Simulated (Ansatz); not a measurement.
C4H6O can be A, `C=CCC=O`, or B, `CC1=COC1`.

Isolated molecules relaxed with PBE0-D4/def2-TZVP in Ansatz; ΔE leaves out vibrations. CBS: MP2 limit from def2 TZ/QZ plus the TZ coupled-cluster correction, frozen cores. Functionals use def2-TZVPP. B3LYP here is the variant with VWN-RPA as its local correlation; programs differ in this. One conformer a species, not always the lowest.

Which is lower in electronic energy at CCSD(T)/CBS, and by how much? (An estimate is asked.)

Computed: A, by 91.4 kJ/mol.

Give E(B) − E(A) in kJ/mol with B3LYP, r2SCAN-D4, PBE-D4, CCSD(T)/def2-TZVPP, CCSD/def2-TZVPP, MP2/def2-TZVPP, HF/def2-TZVPP. (Estimate.)

Computed: B3LYP 99.5, r2SCAN-D4 84.9, PBE-D4 77.2, CCSD(T)/def2-TZVPP 93.0, CCSD/def2-TZVPP 95.7, MP2/def2-TZVPP 85.8, HF/def2-TZVPP 122.2. None reverses the order clearly.

Largest T1 diagnostic: 0.013.

In def2-TZVPP, CCSD(T) changes the Hartree–Fock value by −29.1 kJ/mol (the triples alone add −2.7 kJ/mol) and MP2 by −36.3 kJ/mol.
